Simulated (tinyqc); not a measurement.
Inside a calculation. Method: RKS/LDA (PW92) in the sto-3g basis, for OH-, spin multiplicity 1. The basis has no diffuse functions, so it cannot describe the extra electron: this is an exercise in the method, not the real anion. Computed by tinyqc, a small Python program that keeps every step (integrals from PySCF). Settings: charge = -1, multiplicity = 1, basis = sto-3g, energy threshold = 1e-08, iteration cap = 70, orthogonalisation = symmetric, start = core, DIIS depth = 3, method = RKS, functional = lda,pw, grid = [30, 26]. Command: `OMP_NUM_THREADS=1 python tinyqc.py 23837 23838 out.jsonl` (the two numbers bound the seeds that draw the settings). One thread of a shared host (Intel(R) Xeon(R) Processor @ 2.60GHz), about 1 s of CPU time with the checks. Later iterations appear only in the table of the cycle.

## One-electron integrals

Geometry (angstrom):
```
atom       x       y       z
O     0.0000  0.0000  0.0000
H     0.0000  0.0000  1.9340
```

Basis sto-3g: exponents (1/bohr^2) and contraction coefficients of normalised primitives:
```
element  l (shell)  exponent  coefficient
O            s (1)  130.7093       0.1543
O            s (1)   23.8089       0.5353
O            s (1)    6.4436       0.4446
O            s (2)    5.0332      -0.1000
O            s (2)    1.1696       0.3995
O            s (2)    0.3804       0.7001
O            p (3)    5.0332       0.1559
O            p (3)    1.1696       0.6077
O            p (3)    0.3804       0.3920
H            s (1)    3.4253       0.1543
H            s (1)    0.6239       0.5353
H            s (1)    0.1689       0.4446
```

Overlap, kinetic and nuclear-attraction integrals over the contracted functions; the nuclear repulsion is the sum of Za Zb / Rab.

nuclear repulsion = 2.188944 hartree

overlap S, order 1O 1s, 1O 2s, 1O 2px, 1O 2py, 1O 2pz, 2H 1s:
$$\begin{pmatrix}
1.0000 & 0.2367 & 0.0000 & 0.0000 & 0.0000 & 0.0058 \\
0.2367 & 1.0000 & 0.0000 & 0.0000 & 0.0000 & 0.0868 \\
0.0000 & 0.0000 & 1.0000 & 0.0000 & 0.0000 & 0.0000 \\
0.0000 & 0.0000 & 0.0000 & 1.0000 & 0.0000 & 0.0000 \\
0.0000 & 0.0000 & 0.0000 & 0.0000 & 1.0000 & 0.0949 \\
0.0058 & 0.0868 & 0.0000 & 0.0000 & 0.0949 & 1.0000
\end{pmatrix}$$

kinetic energy T (hartree), order 1O 1s, 1O 2s, 1O 2px, 1O 2py, 1O 2pz, 2H 1s:
$$\begin{pmatrix}
29.0032 & -0.1680 & 0.0000 & 0.0000 & 0.0000 & -0.0018 \\
-0.1680 & 0.8081 & 0.0000 & 0.0000 & 0.0000 & -0.0182 \\
0.0000 & 0.0000 & 2.5287 & 0.0000 & 0.0000 & 0.0000 \\
0.0000 & 0.0000 & 0.0000 & 2.5287 & 0.0000 & 0.0000 \\
0.0000 & 0.0000 & 0.0000 & 0.0000 & 2.5287 & -0.0049 \\
-0.0018 & -0.0182 & 0.0000 & 0.0000 & -0.0049 & 0.7600
\end{pmatrix}$$

nuclear attraction V (hartree), order 1O 1s, 1O 2s, 1O 2px, 1O 2py, 1O 2pz, 2H 1s:
$$\begin{pmatrix}
-60.8921 & -7.2478 & 0.0000 & 0.0000 & -0.0038 & -0.1825 \\
-7.2478 & -9.3255 & 0.0000 & 0.0000 & -0.0480 & -0.5184 \\
0.0000 & 0.0000 & -9.2470 & 0.0000 & 0.0000 & 0.0000 \\
0.0000 & 0.0000 & 0.0000 & -9.2470 & 0.0000 & 0.0000 \\
-0.0038 & -0.0480 & 0.0000 & 0.0000 & -9.2652 & -0.4739 \\
-0.1825 & -0.5184 & 0.0000 & 0.0000 & -0.4739 & -3.4144
\end{pmatrix}$$

core Hamiltonian H = T + V (hartree), order 1O 1s, 1O 2s, 1O 2px, 1O 2py, 1O 2pz, 2H 1s:
$$\begin{pmatrix}
-31.8889 & -7.4159 & 0.0000 & 0.0000 & -0.0038 & -0.1843 \\
-7.4159 & -8.5174 & 0.0000 & 0.0000 & -0.0480 & -0.5366 \\
0.0000 & 0.0000 & -6.7183 & 0.0000 & 0.0000 & 0.0000 \\
0.0000 & 0.0000 & 0.0000 & -6.7183 & 0.0000 & 0.0000 \\
-0.0038 & -0.0480 & 0.0000 & 0.0000 & -6.7365 & -0.4789 \\
-0.1843 & -0.5366 & 0.0000 & 0.0000 & -0.4789 & -2.6544
\end{pmatrix}$$

## Two-electron integrals

Functions are numbered as in S; the eight-fold symmetry (ij|kl) = (ji|kl) = (kl|ij) leaves the list below.

Two-electron integrals (ij|kl) in chemists' order, unique and non-zero (hartree):
```
(11|11) 4.7851     (21|11) 0.7414     (21|21) 0.1369     (22|11) 1.1189
(22|21) 0.2566     (22|22) 0.8172     (31|31) 0.0245     (32|31) 0.0378
(32|32) 0.1805     (33|11) 1.1158     (33|21) 0.2567     (33|22) 0.8170
(33|33) 0.8802     (41|41) 0.0245     (42|41) 0.0378     (42|42) 0.1805
(43|43) 0.0474     (44|11) 1.1158     (44|21) 0.2567     (44|22) 0.8170
(44|33) 0.7853     (44|44) 0.8802     (51|51) 0.0245     (52|51) 0.0378
(52|52) 0.1805     (53|53) 0.0474     (54|54) 0.0474     (55|11) 1.1158
(55|21) 0.2567     (55|22) 0.8170     (55|33) 0.7853     (55|44) 0.7853
(55|55) 0.8802     (61|11) 0.0185     (61|21) 0.0034     (61|22) 0.0063
(61|33) 0.0063     (61|44) 0.0063     (61|51) 1.53e-04   (61|52) 2.89e-04
(61|55) 0.0063     (61|61) 8.46e-05   (62|11) 0.0597     (62|21) 0.0139
(62|22) 0.0512     (62|33) 0.0504     (62|44) 0.0504     (62|51) 0.0010
(62|52) 0.0089     (62|55) 0.0529     (62|61) 3.52e-04   (62|62) 0.0046
(63|31) 0.0013     (63|32) 0.0080     (63|53) 0.0018     (63|63) 0.0006
(64|41) 0.0013     (64|42) 0.0080     (64|54) 0.0018     (64|64) 0.0006
(65|11) 0.0525     (65|21) 0.0124     (65|22) 0.0486     (65|33) 0.0468
(65|44) 0.0468     (65|51) 0.0019     (65|52) 0.0149     (65|55) 0.0522
(65|61) 3.21e-04   (65|62) 0.0053     (65|65) 0.0066     (66|11) 0.2735
(66|21) 0.0647     (66|22) 0.2730     (66|33) 0.2673     (66|44) 0.2673
(66|51) 0.0038     (66|52) 0.0472     (66|55) 0.2845     (66|61) 0.0016
(66|62) 0.0355     (66|65) 0.0474     (66|66) 0.7746
```

## Orthogonalisation

S = U s U^T; symmetric (Loewdin) form X = U s^(-1/2) U^T, so that X^T S X = 1.

eigenvalues of S: [0.7475, 0.9097, 1.0000, 1.0000, 1.0861, 1.2567]

X, order 1O 1s, 1O 2s, 1O 2px, 1O 2py, 1O 2pz, 2H 1s:
$$\begin{pmatrix}
1.0220 & -0.1231 & 0.0000 & 0.0000 & -0.0004 & 0.0051 \\
-0.1231 & 1.0249 & 0.0000 & 0.0000 & 0.0032 & -0.0449 \\
0.0000 & 0.0000 & 1.0000 & 0.0000 & 0.0000 & 0.0000 \\
0.0000 & 0.0000 & 0.0000 & 1.0000 & 0.0000 & 0.0000 \\
-0.0004 & 0.0032 & 0.0000 & 0.0000 & 1.0034 & -0.0479 \\
0.0051 & -0.0449 & 0.0000 & 0.0000 & -0.0479 & 1.0063
\end{pmatrix}$$

## Starting guess

The start is the orbitals of the core Hamiltonian; D = 2 C_occ C_occ^T.

D at the start, order 1O 1s, 1O 2s, 1O 2px, 1O 2py, 1O 2pz, 2H 1s:
$$\begin{pmatrix}
2.1191 & -0.5033 & 0.0000 & 0.0000 & -0.0020 & 0.0143 \\
-0.5033 & 2.1276 & 0.0000 & 0.0000 & 0.0105 & -0.0586 \\
0.0000 & 0.0000 & 2.0000 & 0.0000 & 0.0000 & 0.0000 \\
0.0000 & 0.0000 & 0.0000 & 2.0000 & 0.0000 & 0.0000 \\
-0.0020 & 0.0105 & 0.0000 & 0.0000 & 2.0121 & -0.0809 \\
0.0143 & -0.0586 & 0.0000 & 0.0000 & -0.0809 & 0.0048
\end{pmatrix}$$

## Iteration 1: exchange-correlation on the grid

Becke grid with 30 radial and 26 angular points per atom, points of zero weight dropped. rho = sum D_ij phi_i phi_j; V_xc,ij = sum w v_xc phi_i phi_j; v_xc is d(rho eps)/d rho.

The 8 grid points with the largest w rho, of 1547 (bohr, atomic units):
```
x              y        z       w     rho   eps_xc     v_xc
0.0000    0.0000  -0.9966  0.1190  0.5601  -0.6753  -0.8862
0.0000   -0.9966   0.0000  0.1190  0.5598  -0.6752  -0.8861
0.0000    0.9966   0.0000  0.1190  0.5598  -0.6752  -0.8861
-0.9966   0.0000   0.0000  0.1190  0.5598  -0.6752  -0.8861
0.9966    0.0000   0.0000  0.1190  0.5598  -0.6752  -0.8861
0.0000    0.0000   0.9966  0.1184  0.5621  -0.6760  -0.8872
0.0000    0.0000  -1.2115  0.2020  0.3214  -0.5680  -0.7444
0.0000   -1.2115   0.0000  0.2020  0.3211  -0.5678  -0.7442
```

electrons on the grid, sum of w rho = 9.9965

E_xc = sum of w rho eps_xc = -9.549944 hartree

V_xc (hartree), order 1O 1s, 1O 2s, 1O 2px, 1O 2py, 1O 2pz, 2H 1s:
$$\begin{pmatrix}
-2.9368 & -0.4289 & 0.0000 & 0.0000 & -0.0001 & -0.0107 \\
-0.4289 & -0.8388 & 0.0000 & 0.0000 & -0.0007 & -0.0420 \\
0.0000 & 0.0000 & -0.8333 & 0.0000 & 0.0000 & 0.0000 \\
0.0000 & 0.0000 & 0.0000 & -0.8333 & 0.0000 & 0.0000 \\
-0.0001 & -0.0007 & 0.0000 & 0.0000 & -0.8357 & -0.0347 \\
-0.0107 & -0.0420 & 0.0000 & 0.0000 & -0.0347 & -0.0862
\end{pmatrix}$$

## Iteration 1: building the Kohn-Sham matrix

J_ij = sum D_kl (ij|kl); F = H + J + V_xc; E = tr D H + tr D J / 2 + E_xc + E_nn.

Coulomb J (hartree), order 1O 1s, 1O 2s, 1O 2px, 1O 2py, 1O 2pz, 2H 1s:
$$\begin{pmatrix}
18.4690 & 3.5193 & 0.0000 & 0.0000 & 0.0003 & 0.0870 \\
3.5193 & 8.7512 & 0.0000 & 0.0000 & 0.0004 & 0.5283 \\
0.0000 & 0.0000 & 8.7433 & 0.0000 & 0.0000 & 0.0000 \\
0.0000 & 0.0000 & 0.0000 & 8.7433 & 0.0000 & 0.0000 \\
0.0003 & 0.0004 & 0.0000 & 0.0000 & 8.7434 & 0.4932 \\
0.0870 & 0.5283 & 0.0000 & 0.0000 & 0.4932 & 2.7296
\end{pmatrix}$$

Kohn-Sham matrix F (hartree), order 1O 1s, 1O 2s, 1O 2px, 1O 2py, 1O 2pz, 2H 1s:
$$\begin{pmatrix}
-16.3567 & -4.3255 & 0.0000 & 0.0000 & -0.0036 & -0.1081 \\
-4.3255 & -0.6050 & 0.0000 & 0.0000 & -0.0483 & -0.0503 \\
0.0000 & 0.0000 & 1.1917 & 0.0000 & 0.0000 & 0.0000 \\
0.0000 & 0.0000 & 0.0000 & 1.1917 & 0.0000 & 0.0000 \\
-0.0036 & -0.0483 & 0.0000 & 0.0000 & 1.1711 & -0.0203 \\
-0.1081 & -0.0503 & 0.0000 & 0.0000 & -0.0203 & -0.0110
\end{pmatrix}$$

total energy of this density = -72.571922 hartree

## Iteration 1: diagonalisation and new density

Diagonalise F' = X^T F X, C = X C', fill 5 alpha and 5 beta electrons from the bottom; D = 2 C_occ C_occ^T. Each column has its largest component positive (the first on a tie).

F' = X^T F X (hartree):
$$\begin{pmatrix}
-16.0053 & -2.4579 & 0.0000 & 0.0000 & -0.0004 & 0.0080 \\
-2.4579 & 0.2111 & 0.0000 & 0.0000 & -0.0419 & -0.0444 \\
0.0000 & 0.0000 & 1.1917 & 0.0000 & 0.0000 & 0.0000 \\
0.0000 & 0.0000 & 0.0000 & 1.1917 & 0.0000 & 0.0000 \\
-0.0004 & -0.0419 & 0.0000 & 0.0000 & 1.1808 & -0.0745 \\
0.0080 & -0.0444 & 0.0000 & 0.0000 & -0.0745 & -0.0029
\end{pmatrix}$$

orbital energies (hartree): MO1 -16.3696, MO2 -0.0114, MO3 0.5769, MO4 1.1879, MO5 1.1917, MO6 1.1917

coefficients C, order 1O 1s, 1O 2s, 1O 2px, 1O 2py, 1O 2pz, 2H 1s:
$$\begin{pmatrix}
0.9929 & -0.0169 & -0.2707 & 0.0160 & 0.0000 & 0.0000 \\
0.0285 & 0.0390 & 1.0305 & -0.0591 & 0.0000 & 0.0000 \\
0.0000 & 0.0000 & 0.0000 & 0.0000 & 0.9524 & 0.3049 \\
0.0000 & 0.0000 & 0.0000 & 0.0000 & -0.3049 & 0.9524 \\
0.0004 & 0.0177 & 0.0652 & 1.0023 & 0.0000 & 0.0000 \\
-0.0017 & 0.9941 & -0.1330 & -0.1052 & 0.0000 & 0.0000
\end{pmatrix}$$

D after iteration 1, order 1O 1s, 1O 2s, 1O 2px, 1O 2py, 1O 2pz, 2H 1s:
$$\begin{pmatrix}
2.1192 & -0.5044 & 0.0000 & 0.0000 & -0.0030 & 0.0317 \\
-0.5044 & 2.1354 & 0.0000 & 0.0000 & 0.0175 & -0.1841 \\
0.0000 & 0.0000 & 1.8141 & -0.5807 & 0.0000 & 0.0000 \\
0.0000 & 0.0000 & -0.5807 & 0.1859 & 0.0000 & 0.0000 \\
-0.0030 & 0.0175 & 0.0000 & 0.0000 & 2.0183 & -0.1930 \\
0.0317 & -0.1841 & 0.0000 & 0.0000 & -0.1930 & 2.0341
\end{pmatrix}$$

Within a degenerate level the vectors are fixed only up to a rotation; this is one choice.

## Iteration 2: exchange-correlation on the grid

As before.

The 8 grid points with the largest w rho, of 1547 (bohr, atomic units):
```
x             y        z       w     rho   eps_xc     v_xc
0.0000   0.0000  -0.9966  0.1190  0.5603  -0.6754  -0.8864
0.0000   0.0000   0.9966  0.1184  0.5624  -0.6761  -0.8874
0.0000   0.0000  -1.2115  0.2020  0.3215  -0.5680  -0.7445
0.0000   0.0000   1.2115  0.1978  0.3213  -0.5679  -0.7444
0.9966   0.0000   0.0000  0.1190  0.5216  -0.6604  -0.8666
-0.9966  0.0000   0.0000  0.1190  0.5216  -0.6604  -0.8666
1.2115   0.0000   0.0000  0.2020  0.2989  -0.5553  -0.7277
-1.2115  0.0000   0.0000  0.2020  0.2989  -0.5553  -0.7277
```

electrons on the grid, sum of w rho = 9.9922

E_xc = sum of w rho eps_xc = -8.794712 hartree

V_xc (hartree), order 1O 1s, 1O 2s, 1O 2px, 1O 2py, 1O 2pz, 2H 1s:
$$\begin{pmatrix}
-2.9175 & -0.4145 & 0.0000 & 0.0000 & -0.0001 & -0.0104 \\
-0.4145 & -0.7647 & 0.0000 & 0.0000 & -0.0021 & -0.0445 \\
0.0000 & 0.0000 & -0.7823 & 0.0282 & 0.0000 & 0.0000 \\
0.0000 & 0.0000 & 0.0282 & -0.7014 & 0.0000 & 0.0000 \\
-0.0001 & -0.0021 & 0.0000 & 0.0000 & -0.7962 & -0.0440 \\
-0.0104 & -0.0445 & 0.0000 & 0.0000 & -0.0440 & -0.5063
\end{pmatrix}$$

## Iteration 2: building the Kohn-Sham matrix

As before.

Coulomb J (hartree), order 1O 1s, 1O 2s, 1O 2px, 1O 2py, 1O 2pz, 2H 1s:
$$\begin{pmatrix}
16.7809 & 3.1345 & 0.0000 & 0.0000 & 0.0077 & 0.0776 \\
3.1345 & 7.6586 & 0.0000 & 0.0000 & 0.0930 & 0.4982 \\
0.0000 & 0.0000 & 7.6854 & -0.0551 & 0.0000 & 0.0000 \\
0.0000 & 0.0000 & -0.0551 & 7.5309 & 0.0000 & 0.0000 \\
0.0077 & 0.0930 & 0.0000 & 0.0000 & 7.7368 & 0.4940 \\
0.0776 & 0.4982 & 0.0000 & 0.0000 & 0.4940 & 3.7519
\end{pmatrix}$$

Kohn-Sham matrix F (hartree), order 1O 1s, 1O 2s, 1O 2px, 1O 2py, 1O 2pz, 2H 1s:
$$\begin{pmatrix}
-18.0255 & -4.6959 & 0.0000 & 0.0000 & 0.0038 & -0.1171 \\
-4.6959 & -1.6235 & 0.0000 & 0.0000 & 0.0429 & -0.0828 \\
0.0000 & 0.0000 & 0.1848 & -0.0269 & 0.0000 & 0.0000 \\
0.0000 & 0.0000 & -0.0269 & 0.1112 & 0.0000 & 0.0000 \\
0.0038 & 0.0429 & 0.0000 & 0.0000 & 0.2041 & -0.0290 \\
-0.1171 & -0.0828 & 0.0000 & 0.0000 & -0.0290 & 0.5913
\end{pmatrix}$$

total energy of this density = -73.434216 hartree

## Iteration 2: DIIS over 2 matrices

error matrix X^T (FDS - SDF) X:
$$\begin{pmatrix}
0.0000 & 0.0000 & 0.0000 & 0.0000 & 0.0000 & 0.0000 \\
0.0000 & 0.0000 & 0.0000 & 0.0000 & 0.0000 & 0.0000 \\
0.0000 & 0.0000 & 0.0000 & 0.0011 & 0.0000 & 0.0000 \\
0.0000 & 0.0000 & -0.0011 & 0.0000 & 0.0000 & 0.0000 \\
0.0000 & 0.0000 & 0.0000 & 0.0000 & 0.0000 & 0.0000 \\
0.0000 & 0.0000 & 0.0000 & 0.0000 & 0.0000 & 0.0000
\end{pmatrix}$$

B (overlaps of the stored error matrices):
$$\begin{pmatrix}
8.0952609e-02 & 0.0000000e+00 \\
0.0000000e+00 & 2.3879980e-06
\end{pmatrix}$$

Minimise |sum c_i e_i|^2 with sum c_i = 1: solve [B -1; -1 0][c; lambda] = [0; -1] with B_ij = tr e_i^T e_j, and take F = sum c_i F_i.

DIIS coefficients: [0.0000, 1.0000]

extrapolated F (hartree), order 1O 1s, 1O 2s, 1O 2px, 1O 2py, 1O 2pz, 2H 1s:
$$\begin{pmatrix}
-18.0254 & -4.6959 & 0.0000 & 0.0000 & 0.0038 & -0.1171 \\
-4.6959 & -1.6235 & 0.0000 & 0.0000 & 0.0429 & -0.0828 \\
0.0000 & 0.0000 & 0.1849 & -0.0269 & 0.0000 & 0.0000 \\
0.0000 & 0.0000 & -0.0269 & 0.1112 & 0.0000 & 0.0000 \\
0.0038 & 0.0429 & 0.0000 & 0.0000 & 0.2041 & -0.0290 \\
-0.1171 & -0.0828 & 0.0000 & 0.0000 & -0.0290 & 0.5913
\end{pmatrix}$$

## Iteration 2: diagonalisation and new density

As before.

F' = X^T F X (hartree):
$$\begin{pmatrix}
-17.6704 & -2.5131 & 0.0000 & 0.0000 & -0.0037 & 0.0090 \\
-2.5131 & -0.7859 & 0.0000 & 0.0000 & 0.0479 & -0.0645 \\
0.0000 & 0.0000 & 0.1849 & -0.0269 & 0.0000 & 0.0000 \\
0.0000 & 0.0000 & -0.0269 & 0.1112 & 0.0000 & 0.0000 \\
-0.0037 & 0.0479 & 0.0000 & 0.0000 & 0.2100 & -0.0698 \\
0.0090 & -0.0645 & 0.0000 & 0.0000 & -0.0698 & 0.6069
\end{pmatrix}$$

orbital energies (hartree): MO1 -18.0365, MO2 -0.4268, MO3 0.1024, MO4 0.1937, MO5 0.2001, MO6 0.6239

coefficients C, order 1O 1s, 1O 2s, 1O 2px, 1O 2py, 1O 2pz, 2H 1s:
$$\begin{pmatrix}
0.9936 & -0.2677 & 0.0000 & 0.0000 & -0.0148 & 0.0237 \\
0.0259 & 1.0250 & 0.0000 & 0.0000 & 0.0543 & -0.1162 \\
0.0000 & 0.0000 & 0.3106 & 0.9505 & 0.0000 & 0.0000 \\
0.0000 & 0.0000 & 0.9505 & -0.3106 & 0.0000 & 0.0000 \\
-0.0001 & -0.0684 & 0.0000 & 0.0000 & 0.9774 & -0.2216 \\
-0.0014 & 0.0167 & 0.0000 & 0.0000 & 0.1292 & 1.0000
\end{pmatrix}$$

D after iteration 2, order 1O 1s, 1O 2s, 1O 2px, 1O 2py, 1O 2pz, 2H 1s:
$$\begin{pmatrix}
2.1181 & -0.4989 & 0.0000 & 0.0000 & 0.0075 & -0.0156 \\
-0.4989 & 2.1084 & 0.0000 & 0.0000 & -0.0340 & 0.0482 \\
0.0000 & 0.0000 & 2.0000 & 0.0000 & 0.0000 & 0.0000 \\
0.0000 & 0.0000 & 0.0000 & 2.0000 & 0.0000 & 0.0000 \\
0.0075 & -0.0340 & 0.0000 & 0.0000 & 1.9201 & 0.2503 \\
-0.0156 & 0.0482 & 0.0000 & 0.0000 & 0.2503 & 0.0340
\end{pmatrix}$$

## Convergence

Stop when the energy changes by less than 1e-08 hartree and every element of the error matrix X^T (F D S - S D F) X is below 3e-05.

Course of the cycle:
```
iteration  E (hartree)     change  largest element of the error matrix
1           -72.571922          -                             1.65e-01
2           -73.434216  -8.62e-01                             1.09e-03
3           -72.704789   7.29e-01                             5.40e-01
4           -72.704850  -6.11e-05                             5.40e-01
5           -72.704807   4.29e-05                             5.40e-01
6           -73.468150  -7.63e-01                             2.34e-01
7           -73.434912   3.32e-02                             3.23e-04
8           -72.704739   7.30e-01                             5.40e-01
9           -72.704739  -2.36e-10                             5.40e-01
10          -72.704739   4.84e-07                             5.40e-01
11          -73.469240  -7.65e-01                             2.29e-01
12          -73.434911   3.43e-02                             3.35e-04
13          -72.704739   7.30e-01                             5.40e-01
14          -72.704739   1.96e-12                             5.40e-01
...                ...        ...                                  ...
57          -72.704762   7.30e-01                             5.40e-01
58          -72.704762   1.40e-09                             5.40e-01
59          -72.704751   1.10e-05                             5.40e-01
60          -73.469219  -7.64e-01                             2.29e-01
61          -73.434913   3.43e-02                             3.07e-04
62          -72.704739   7.30e-01                             5.40e-01
63          -72.704739  -4.12e-11                             5.40e-01
64          -72.704739   4.58e-07                             5.40e-01
65          -73.469220  -7.64e-01                             2.29e-01
66          -73.434916   3.43e-02                             2.34e-04
67          -72.704739   7.30e-01                             5.40e-01
68          -72.704739   1.14e-13                             5.40e-01
69          -72.704738   2.65e-07                             5.40e-01
70          -73.469222  -7.64e-01                             2.29e-01
```

PySCF RKS in the same basis, fine grid = -72.706427 hartree

Not converged within the cap of 70 iterations: the residual wanders without falling. Reruns (cap 100 unless said): DIIS 8: not converged; damping 0.5: not converged; level shift 0.5: converged in 15; atomic densities as start, DIIS 8: not converged; the original settings with a cap of 400: not converged.
